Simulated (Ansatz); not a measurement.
We consider rock-salt HfC, described by r²SCAN in Ansatz (plane waves, PAW).

Input:

Ansatz 0.2 input:
```yaml
crystal:
  lattice:
    - [0.0, 2.32, 2.32]
    - [2.32, 0.0, 2.32]
    - [2.32, 2.32, 0.0]
  atoms:
    - { symbol: Hf, position: [0.0, 0.0, 0.0] }
    - { symbol: C, position: [0.5, 0.5, 0.5] }
basis:
  ecutwfc: 560
  ecutrho_ratio: 4
  xc_grid: 3
kpoints:
  mp_grid: { grid: [20, 20, 20] }
hamiltonian:
  xc: r2scan
  dispersion: none
  pseudopotentials: { kind: paw }
scf:
  occupations: { method: fermi_dirac, width: 0.05 }
  convergence: { dr2_threshold: 0.0000000002 }
output:
  forces: true
  stress: true
  eigenvalues: true
```

From the output:

```
Crystal: 2 atoms, lattice volume = 24.974 Å³
Basis set: ecut = 560 eV, 749 PW (Γ), exchange–correlation on 81×81×81 points (27 copies of the dense FFT grid, shifted against one another)
Bands: 19, of which v1, the nominal top of the filled ones, is band 15 counted from 1 (14 counted from 0)
Symmetry: 48 space group operations
Space group: Fm-3m (ITA 225), of the structure as read, at distance tolerance 2.9e-5 Å
k-points: 256 of 8000
Functional: x = r2scan, c = r2scan; τ floored in thin density (d = 2e-4 eV/Å³)
SCF iter   1: F=—  HF=-15986.872847 eV  |F-HF|=—  |Δ(HF+E_count)|=         —  Δρ=9.45e-3  dr2=1.52e-2  dr2_τ=1.38e-1
SCF iter   2: F=—  HF=-15986.903605 eV  |F-HF|=—  |Δ(HF+E_count)|=   3.08e-2  Δρ=6.24e-3  dr2=1.06e-2  dr2_τ=8.53e-4
  ...
SCF iter   9: F=—  HF=-15986.903274 eV  |F-HF|=—  |Δ(HF+E_count)|=   2.26e-9  Δρ=3.23e-6  dr2=3.55e-9  dr2_τ=1.51e-10
SCF iter  10: F=-15986.903274 eV  HF=-15986.903274 eV  |F-HF|=3.64e-12  |Δ(HF+E_count)|=  2.26e-10  Δρ=2.07e-7  dr2=4.82e-12  dr2_τ=1.53e-12
SCF 1 converged in 10 iterations: F = -15986.903274 eV  dr2 = 4.82e-12
SCF converged after 10 iterations
Free energy (F): -15986.903274 eV
Internal energy: -15986.901701 eV  (E = F + TS)
E sigma→0 (E₀):  -15986.902487 eV
Fermi energy:    20.240705 eV
--- Forces (eV/Å), atoms counted from 1 ---
  atom   1  Hf    -0.00000000    -0.00000000    -0.00000000
  atom   2  C      0.00000000    -0.00000000    -0.00000000
--- Stress (GPa, compression-positive) ---
        0.090817      -0.000000      -0.000000
       -0.000000       0.090817       0.000000
       -0.000000      -0.000000       0.090817
  P = ⅓ Tr σ = 0.0908 GPa (0.908 kbar)
```

The PAW data were made under PBE.

Note: cell and atoms aren't relaxed at this level.

Ansatz is a quantum-chemistry and plane-wave program.
